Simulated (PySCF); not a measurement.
**C4H8O2 (1,1-dimethoxyethene): levels of theory compared**

We compute a comparison of 6 runs (HF/STO-3G, HF/3-21G, B2PLYP/6-31G*, B3LYP/6-31G*, wB97X/6-31G*, SCS-MP2/6-31G*) of C4H8O2 (1,1-dimethoxyethene). The job is set up through a Python script.

The results are computed with PySCF 2.14.0.

1 further run of the same task is left out (set aside as unsound or not needed).

## Step 1: The structure to begin with

C4H8O2: 14 atoms, total charge 0, spin state singlet. As SMILES, `C=C(OC)OC`. Geometry: relaxed at GFN2-xTB. This is one conformer, not always the lowest.

Bond lengths: C1–C2 1.329 Å, C2–O3 1.363 Å, O3–C4 1.406 Å, C2–O5 1.357 Å, O5–C6 1.412 Å, C1–H7 1.070 Å, C1–H8 1.071 Å, C4–H9 1.089 Å, C4–H10 1.094 Å, C4–H11 1.094 Å, C6–H12 1.088 Å, C6–H13 1.093 Å, C6–H14 1.093 Å. Some angles: C1–C2–O3 127.1°, C1–C2–O5 119.9°, O3–C2–O5 113.0°, C2–O3–C4 117.6°, C2–O5–C6 117.7°, C2–C1–H7 123.1°, C2–C1–H8 118.9°, O3–C4–H9 105.7°, O3–C4–H10 111.2°, O3–C4–H11 111.2°.

## Step 2: A single-point energy at HF/STO-3G (run 1)

job.py

```python
from pyscf import gto

mol = gto.Mole()
mol.atom = '''
C       -1.245740      -0.973470      -0.917010
C       -0.441170      -0.037510      -0.422950
O        0.498440      -0.192590       0.552360
C        0.650580      -1.473540       1.110850
O       -0.511170       1.232020      -0.895830
C        0.365390       2.188440      -0.337970
H       -1.235460      -1.989800      -0.582510
H       -1.940700      -0.704620      -1.686880
H        1.438960      -1.378730       1.855850
H        0.947360      -2.203930       0.352470
H       -0.272600      -1.808020       1.592860
H        0.143060       3.119990      -0.854360
H        0.192860       2.308410       0.734430
H        1.410200       1.913360      -0.501310
'''
mol.verbose = 3
mol.basis = 'sto-3g'
mol.max_memory = 1860
mol.build()

myscf = mol.RHF()
myscf.conv_tol = 1e-10
myscf.kernel()
if not myscf.converged:
    myscf = myscf.newton().run(myscf.mo_coeff, myscf.mo_occ)

etot = myscf.e_tot
print('E(%s) = %.9f' % ('HF', etot))
```

Command:

```
$ OMP_NUM_THREADS=1 python job.py
```

Standard output:

```text
converged SCF energy = -301.918329002365
E(HF) = -301.918329002
```

Wall time 0.95 s (1 thread of Intel Xeon at 2.70GHz, shared host); peak memory 0.12 GiB.

## Step 3: The energy at HF/3-21G (run 2)

input.py

```python
from pyscf import gto

system = gto.M(
    atom='''
C   -1.245740  -0.973470  -0.917010
C   -0.441170  -0.037510  -0.422950
O    0.498440  -0.192590   0.552360
C    0.650580  -1.473540   1.110850
O   -0.511170   1.232020  -0.895830
C    0.365390   2.188440  -0.337970
H   -1.235460  -1.989800  -0.582510
H   -1.940700  -0.704620  -1.686880
H    1.438960  -1.378730   1.855850
H    0.947360  -2.203930   0.352470
H   -0.272600  -1.808020   1.592860
H    0.143060   3.119990  -0.854360
H    0.192860   2.308410   0.734430
H    1.410200   1.913360  -0.501310
''',
    spin=0,
    verbose=4,
    max_memory=1860,
    basis='3-21g',
)

mf = system.RHF()
mf.conv_tol = 1e-10
mf.kernel()
if not mf.converged:
    mf = mf.newton().run(mf.mo_coeff, mf.mo_occ)

e_final = mf.e_tot
print('Final energy', e_final)
```

Command:

```
$ OMP_NUM_THREADS=1 python input.py
```

Standard output:

```text
PySCF version 2.14.0

[... 72 lines left out ...]
converged SCF energy = -304.112545754836
Final energy -304.1125457548361
```

It took 1.2 s on 1 thread of Intel Xeon at 2.70GHz, shared host; peak memory 0.14 GiB.

Runs 3 to 5 aren't shown in full; the table further down has their settings and results.

## Step 4: A single-point energy at SCS-MP2/6-31G(d) (spherical functions) (run 6)

calc.py

```python
# C=C(OC)OC
from pyscf import gto, mp

system = gto.Mole()
system.atom = '''
C       -1.245740      -0.973470      -0.917010
C       -0.441170      -0.037510      -0.422950
O        0.498440      -0.192590       0.552360
C        0.650580      -1.473540       1.110850
O       -0.511170       1.232020      -0.895830
C        0.365390       2.188440      -0.337970
H       -1.235460      -1.989800      -0.582510
H       -1.940700      -0.704620      -1.686880
H        1.438960      -1.378730       1.855850
H        0.947360      -2.203930       0.352470
H       -0.272600      -1.808020       1.592860
H        0.143060       3.119990      -0.854360
H        0.192860       2.308410       0.734430
H        1.410200       1.913360      -0.501310
'''
system.verbose = 3
system.max_memory = 1860
system.charge = 0
system.spin = 0
system.basis = '6-31g*'
system.build()

mf = system.RHF()
mf.conv_tol = 1e-10
mf.kernel()
if not mf.converged:
    mf = mf.newton().run(mf.mo_coeff, mf.mo_occ)

pt = mp.MP2(mf, frozen=6).run()
etot = mf.e_tot + 1.2 * pt.e_corr_os + pt.e_corr_ss / 3
print(f'total energy: {etot:.8f} hartree')
```

Command:

```
$ OMP_NUM_THREADS=1 python calc.py
```

Standard output:

```text
converged SCF energy = -305.800088685307
E(RMP2) = -306.655277825665  E_corr = -0.855189140357593
E(SCS-RMP2) = -306.637061148771  E_corr = -0.836972463463366
total energy: -306.63706115 hartree
```

Run time: 3.6 s. Hardware: 1 thread of Intel Xeon at 2.70GHz, shared host; peak memory 0.28 GiB.

## Step 5: All runs side by side

| run | level | frozen core orbitals | integration grid | energy (Eh) | dipole moment (D) of the reference | HOMO energy (eV) | LUMO energy (eV) | wall time |
| --- | --- | --- | --- | --- | --- | --- | --- | --- |
| 1 | HF/STO-3G | – | – | -301.918329 | 1.72 | -6.61 | 9.54 | 0.95 s |
| 2 | HF/3-21G | – | – | -304.112546 | 2.38 | -8.61 | 6.25 | 1.2 s |
| 3 | B2PLYP/6-31G* (spherical functions) | 6 | 5 | -307.297523 | 2.01 | -6.78 | 3.66 | 27 s |
| 4 | B3LYP/6-31G* (spherical functions) | – | 5 | -307.634001 | 1.95 | -5.46 | 1.87 | 27 s |
| 5 | wB97X/6-31G* (spherical functions) | – | 5 | -307.553052 | 2.02 | -8.08 | 4.39 | 57 s |
| 6 | SCS-MP2/6-31G* (spherical functions) | 6 | – | -306.637061 | 2.12 | -8.60 | 6.30 | 3.6 s |

## Step 6: Results

| quantity | value |
| --- | --- |
| run 6: total energy | -306.63706 Eh |
| run 6: dipole moment (Hartree–Fock density) | 2.12 D |
| run 6: HOMO energy (Hartree–Fock orbitals) | -8.60 eV |
| run 6: LUMO energy (Hartree–Fock orbitals) | 6.30 eV |
| run 6: HOMO–LUMO gap (Hartree–Fock orbitals) | 14.90 eV |
| run 6: correlation energy (6 core orbitals frozen) | -837.0 mEh |

What this shows: Over runs 1, 2, 3, 4, 5 the dipole moment (its size) runs from 1.72 D (HF/STO-3G) to 2.38 D (HF/3-21G). Over runs 1, 2, 3, 4, 5 the HOMO–LUMO gap runs from 7.33 eV (B3LYP/6-31G*) to 16.15 eV (HF/STO-3G). The two ends differ in method and basis. Totals of different functionals can't be ranked against each other. In run 1 the basis is minimal, so the values are rough. All runs together took 1.9 min, the longest 57 s.
